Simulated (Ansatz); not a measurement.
Geometry optimisation, Ansatz 0.2.0, RKS PBE/def2-SVP.

Input file:

```yaml
crystal:
  periodic: [false, false, false]
  atoms:
    - { symbol: B, position_ang: [0.163343, -0.545409, -0.107116] }
    - { symbol: H, position_ang: [-0.575841, 0.836573, 1.710089] }
    - { symbol: H, position_ang: [1.214655, 0.063559, -0.063829] }
    - { symbol: H, position_ang: [-0.77783, -0.209042, -0.797948] }
    - { symbol: "N", position_ang: [0.054226, -1.80667, 0.643269] }
    - { symbol: H, position_ang: [-0.826218, -2.324848, 0.595542] }
    - { symbol: C, position_ang: [1.04022, -2.371393, 1.540253] }
    - { symbol: H, position_ang: [1.264221, -3.434114, 1.301926] }
    - { symbol: H, position_ang: [1.984618, -1.798481, 1.460126] }
    - { symbol: H, position_ang: [0.713653, -2.331315, 2.606543] }
    - { symbol: H, position_ang: [-0.558746, 0.11394, 1.691846] }
basis:
  gaussian: { orbitals: def2-SVP }
hamiltonian:
  xc: pbe
relax:
  f_tol: 0.03
  max_steps: 50
output:
  orbitals: {}
```

Launched with:

```bash
$ ansatz run input.yaml --threads 2 --pin off --max-ram 3072MiB --backend cpu --events-out ev --progress --plain --runs-dir out
```

Question: Where does it end, and by what steps?

Answer: The forces met the threshold. After 21 steps the energy has fallen by 0.377 eV; H2 moved furthest, 1.37 Å.

| step | energy less start (eV) | largest force component (eV/Å) | accepted |
| --- | --- | --- | --- |
| 0 | 0.0000 | 2.201 | yes |
| 1 | -0.2231 | 0.967 | yes |
| 2 | -0.3002 | 0.418 | yes |
| 3 | -0.3378 | 0.192 | yes |
| 4 | -0.3125 | 0.637 | no |
| 5 | -0.3490 | 0.101 | yes |
| 6 | -0.3550 | 0.079 | yes |
| 7 | -0.3592 | 0.206 | yes |
| 8 | -0.3610 | 0.149 | yes |
| 9 | -0.3629 | 0.092 | yes |
| 10 | -0.3646 | 0.131 | yes |
| 11 | -0.3629 | 0.243 | no |
| 12 | -0.3669 | 0.058 | yes |
| 13 | -0.3694 | 0.030 | yes |
| 14 | -0.3719 | 0.084 | yes |
| 15 | -0.3729 | 0.121 | yes |
| 16 | -0.3742 | 0.115 | yes |
| 17 | -0.3740 | 0.222 | no |
| 18 | -0.3758 | 0.031 | yes |
| 19 | -0.3765 | 0.031 | yes |
| 20 | -0.3768 | 0.063 | yes |
| 21 | -0.3769 | 0.028 | yes |

```xyz
11
Properties=species:S:1:pos:R:3
B 0.433 -0.890 -0.608
H -1.097 0.603 2.960
H 1.600 -0.608 -0.816
H -0.466 -0.536 -1.347
N 0.111 -1.648 0.522
H -0.870 -1.890 0.688
C 1.019 -2.183 1.522
H 0.977 -3.294 1.567
H 2.056 -1.888 1.270
H 0.787 -1.796 2.538
H -0.854 0.324 2.284
```

The run took 29 s on 2 threads of Arm Neoverse V1, with other jobs on the host, peak memory 0.12 GiB.
